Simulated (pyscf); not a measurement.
Structures and frequencies: ωB97X-D3(BJ)/def2-SVP in PySCF. MP2 and CC: frozen core, UHF for open shells. ΔMP2 is the change of the MP2 total energy from the triple- to the quadruple-zeta basis.

Problem. allene (H₂C=C=CH₂) + hydrogen chloride (HCl) → H₂C=C(CH₃)–Cl
Surface: singlet. Broken: Cl–H. Formed: C–H, C–Cl. Give ΔE‡ and ΔE from CCSD(T)/def2-TZVPP + ΔMP2(QZVPP), relative to the separated reactants.

Solution. ΔE‡ = 170.2 kJ/mol, ΔE = -132.8 kJ/mol. Zero-point energy shifts the barrier by +0.2 kJ/mol. It is an addition across a multiple bond or ene-type step, with an imaginary mode of 1591i cm⁻¹. On the product side the descent ends in a point that may be a rotor saddle (no frequency run), 10.3 kJ/mol over the lowest minimum found and 294.1 kJ/mol under the saddle at ωB97X-D3(BJ)/def2-TZVP. At ωB97X-D3(BJ)/def2-TZVP the barrier from the zero used here is 156.0 kJ/mol. This is the saddle that the search found; another between the same sides may lie lower. The CCSD(T) − MP2 part came from Ansatz, without density fitting, on the same reference.
